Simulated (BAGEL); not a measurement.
# [HO2]− (hydroperoxide(1-)) at B3LYP/6-31G(d) (density fitting with cc-pvqz-jkfit, spherical functions)

Aim: the energy change on altering one bond length of [HO2]− (hydroperoxide(1-)) at B3LYP/6-31G* (density fitting with cc-pvqz-jkfit, spherical functions), from 2 runs. 

The calculation is run with BAGEL 1.2.2.

### Step 1. Starting point

The species is [HO2]− (3 atoms), meant as a singlet with charge -1. As SMILES, `[O-]O`. Geometry: relaxed at PBE0-D4/def2-TZVPD.

Bond lengths: O1–O2 1.479 Å, O2–H3 0.961 Å. Angles: O1–O2–H3 100.1°.

### Step 2. The energy at B3LYP/6-31G(d) (density fitting with cc-pvqz-jkfit, spherical functions)

Input file input.json:

```json
{ "bagel" : [

{
  "title" : "molecule",
  "basis" : "6-31gs.json",
  "df_basis" : "cc-pvqz-jkfit",
  "angstrom" : "true",
  "geometry" : [
    { "atom" : "O", "xyz" : [      -0.357760,       1.025590,      -0.080830 ] },
    { "atom" : "O", "xyz" : [      -0.242260,      -0.445880,      -0.180750 ] },
    { "atom" : "H", "xyz" : [       0.600030,      -0.579720,       0.261570 ] }
  ]
},

{ "title" : "ks", "xc_func" : "b3lyp", "charge" : -1 },

{ "title" : "print", "file" : "orbitals.molden", "orbitals" : "true" }

]}
```

The basis set 6-31G* is read from a file made from the Basis Set Exchange's data (not shown).

On the command line:

```sh
$ BAGEL_NUM_THREADS=1 BAGEL input.json > input.out
```

The program printed:

```text
* using 1 threads per process

  ===============================================================
  ===============================================================

  *** Geometry ***

  { "atom" : "O", "xyz" : [     -0.676068,      1.938084,     -0.152747 ] },
  { "atom" : "O", "xyz" : [     -0.457805,     -0.842591,     -0.341568 ] },
  { "atom" : "H", "xyz" : [      1.133892,     -1.095512,      0.494296 ] },

  Number of auxiliary basis functions:      263

  Since a DF basis is specified, we compute 2- and 3-index integrals:
    o Being stored without compression. Storage requirement is 0.002 GB

  Number of basis functions:       30
  Number of electrons      :       17

    * METHOD: MOLECULE                             0.03

  *** Kohn-Sham DFT ***

    * Removing 3375 points whose weight is below 1.00e-10
    * Grid points: 41343

  === Nuclear Repulsion ===
    29.5270672001

       - DIIS with orbital gradients will be used.

  === KS iteration (b3lyp / 6-31gs.json) ===
      0       -140.24020847          0.21664504           0.04
      1       -142.10054266          0.25887524           0.03
      2       -144.79213113          0.22293850           0.03
      3       -150.53442616          0.06822519           0.03
      4       -150.70606586          0.04824100           0.03
      5       -150.88000669          0.00538376           0.03
      6       -150.88155035          0.00165955           0.03
      7       -150.88169727          0.00067412           0.03
      8       -150.88172476          0.00011597           0.03
      9       -150.88172583          0.00001589           0.03
     10       -150.88172585          0.00000218           0.03
     11       -150.88172585          0.00000068           0.03
     12       -150.88172585          0.00000009           0.03
     13       -150.88172585          0.00000004           0.03
     14       -150.88172585          0.00000004           0.03
     15       -150.88172585          0.00000001           0.03
    * SCF iteration converged.

    * Permanent dipole moment:
           (   -0.605321,     0.770415,    -0.243374) a.u.

    * METHOD: KS                                   0.54

    * METHOD: PRINT                                0.00

  ===============================================================
```

Run time: 0.7 s. Hardware: 1 thread of Arm Neoverse V2, shared host.

### Step 3. The distorted shape, same level

Input file dft.json:

```json
{ "bagel": [

{
  "title": "molecule",
  "basis": "6-31gs.json",
  "df_basis": "cc-pvqz-jkfit",
  "angstrom": true,
  "geometry": [
    { "atom": "O", "xyz": [      -0.392411,       1.467044,      -0.050853 ] },
    { "atom": "O", "xyz": [      -0.242260,      -0.445880,      -0.180750 ] },
    { "atom": "H", "xyz": [       0.600030,      -0.579720,       0.261570 ] }
  ]
},

{
  "title": "ks",
  "xc_func": "b3lyp",
  "charge": -1
},

{
  "title": "print",
  "file": "orbitals.molden",
  "orbitals": true
}

]}
```

The basis set 6-31G* is read from a file made from the Basis Set Exchange's data (not shown).

On the command line:

```sh
$ BAGEL_NUM_THREADS=1 BAGEL dft.json > dft.out
```

The program printed:

```text
* using 1 threads per process

  ===============================================================
  ===============================================================

  *** Geometry ***

  { "atom" : "O", "xyz" : [     -0.741549,      2.772311,     -0.096098 ] },
  { "atom" : "O", "xyz" : [     -0.457805,     -0.842591,     -0.341568 ] },
  { "atom" : "H", "xyz" : [      1.133892,     -1.095512,      0.494296 ] },

  Number of auxiliary basis functions:      263

  Since a DF basis is specified, we compute 2- and 3-index integrals:
    o Being stored without compression. Storage requirement is 0.002 GB

  Number of basis functions:       30
  Number of electrons      :       17

    * METHOD: MOLECULE                             0.03

  *** Kohn-Sham DFT ***

    * Removing 2934 points whose weight is below 1.00e-10
    * Grid points: 41784

  === Nuclear Repulsion ===
    23.8601210118

       - DIIS with orbital gradients will be used.

  === KS iteration (b3lyp / 6-31gs.json) ===
      0       -140.64635353          0.20340905           0.04
      1       -143.10708938          0.20615388           0.03
      2       -145.77690708          0.19169583           0.03
      3       -150.66734701          0.04488931           0.03
      4       -150.50508175          0.05942315           0.03
      5       -150.84472348          0.00957915           0.03
      6       -150.84473821          0.00972295           0.03
      7       -150.84927414          0.00517647           0.03
      8       -150.85134194          0.00023365           0.03
      9       -150.85134607          0.00007105           0.03
     10       -150.85134639          0.00000442           0.03
     11       -150.85134640          0.00000218           0.03
     12       -150.85134640          0.00000114           0.03
     13       -150.85134640          0.00000055           0.03
     14       -150.85134640          0.00000096           0.03
     15       -150.85134640          0.00000005           0.03
     16       -150.85134640          0.00000001           0.03
    * SCF iteration converged.

    * Permanent dipole moment:
           (   -0.585183,     0.583811,    -0.253066) a.u.

    * METHOD: KS                                   0.56

    * METHOD: PRINT                                0.00

  ===============================================================
```

Wall time 0.72 s (1 thread of Arm Neoverse V2, shared host).

### Step 4. Results

At B3LYP/6-31G* (density fitting with cc-pvqz-jkfit, spherical functions):

```
                                                              quantity          value
                                             first shape: total energy  -150.88173 Eh
                                              first shape: HOMO energy        3.99 eV
                                              first shape: LUMO energy        9.07 eV
    first shape: HOMO–LUMO gap (to an unbound level, set by the basis)        5.08 eV
                                         distorted shape: total energy  -150.85135 Eh
                                          distorted shape: HOMO energy        2.12 eV
                                          distorted shape: LUMO energy        5.82 eV
distorted shape: HOMO–LUMO gap (to an unbound level, set by the basis)        3.70 eV
     energy change with the O1–O2 bond stretched from 1.479 to 1.923 Å       0.827 eV
```

What this shows: With the O1–O2 bond stretched from 1.479 to 1.923 Å the energy rises by 0.83 eV (19.1 kcal/mol). The first shape isn't relaxed at this level, so the change isn't measured from a minimum. The HOMO (first shape) lies at positive energy, 3.99 eV, from the functional's self-interaction, a short basis or an electron that isn't bound; only total energies against the neutral tell. The HOMO (distorted shape) lies at positive energy, 2.12 eV, from the functional's self-interaction, a short basis or an electron that isn't bound; only total energies against the neutral tell.
